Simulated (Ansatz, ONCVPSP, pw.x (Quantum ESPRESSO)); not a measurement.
## beryllium: one change to the ONCV potential, in the atom and in the bcc crystal

- Element: beryllium (Be)
- Generator: ONCVPSP 4.0.1.1 (patched build)
- Type: optimised norm-conserving Vanderbilt (ONCV)
- Functional: PBEsol
- Relativity: scalar-relativistic
- Frozen core: [He]
- Valence charge: 2
- Reference configuration: 2s0.5 (charge +1.5)
- Partial waves: 2s: rc 2.05 bohr, ncon 3, nbas 7, qcut 2.7 1/bohr, 2 projectors, debl 1.3 Ha; p scattering state at 0.27 Ha: rc 2.00 bohr, ncon 3, nbas 7, qcut 4.9 1/bohr, 2 projectors, debl 2.6 Ha; d scattering state at 0.1 Ha: rc 1.85 bohr, ncon 4, nbas 8, qcut 4.4 1/bohr, 3 projectors, debl 1.6 Ha
- Local potential: polynomial inside 1.85 bohr (lpopt 5, dvloc0 2 Ha)
- Core correction: Teter function, fcfact 4.25, rcfact 1.6

In the p channel the program set the typed energies aside and used 0.050, 2.650 Ha.

Change: core correction none.

Cutoffs, loose and tight: the cutoffs (Ha) at which the residual kinetic energy of the hardest occupied pseudo-wave falls to 1 and 0.1 mHa per electron. They do not see the model core or the augmentation charge, which bear on the density cutoff. Test errors are all-electron minus pseudo excitation energies from the reference, over the configurations 2s2; 2s1; 2s1.5; 2s0 2p2; variants that change the core or the reference have their own tests.

Crystal test: bcc Be in pw.x 7.5, no spin, 18³ k-points, Fermi–Dirac smearing 0.01 Ry, cutoffs set for each file from its atomic test. The reference is all-electron LAPW (Ansatz 0.2.0) with the same functional, mesh and smearing; V0 and B0 come from Birch–Murnaghan fits to the pressures at five volumes. Errors are pseudo minus all-electron; Δ is the rms difference of the E(V) curves that follow from these fits, minima aligned, over ±6 % about the mean V0. Mesh and smearing are coarse, so the numbers serve the comparison and aren't converged zero-temperature values; the lattice is a test structure that the element need not adopt.

All-electron: a0 = 2.493 Å (V0 = 7.75 Å³/atom), B0 = 123.4 GPa.

Question: Does the change bring the crystal closer to the all-electron result?

Answer: The mean pressure error goes from +1.99 to -3.22 GPa, so the change moves the solid further from the all-electron pressures.

```csv
quantity,base,changed
outcome (atom),"generated, projector energies reset by the program","generated, projector energies reset by the program"
"cutoff, loose (atom)",6.2 Ha,6.2 Ha
"cutoff, tight (atom)",31 Ha,31 Ha
bound ghosts (atom),none,none
largest test error (meV) (atom),-44,+10 over the solved tests; 1 of 4 tests not solved or not reliable
cutoffs in pw.x (Ry),75/300,75/300
a0 (Å),2.506,2.471
a0 error (%),+0.52,-0.90
B0 error (%),+0.5,-0.6
Δ (meV/atom),3.3,5.6
mean pressure error (GPa),+1.99,-3.22
```

Base: This is a poor potential for the solid. Changed file: This is a poor potential for the solid. Atomic configuration tests: 1 of 4 tests not solved or not reliable.
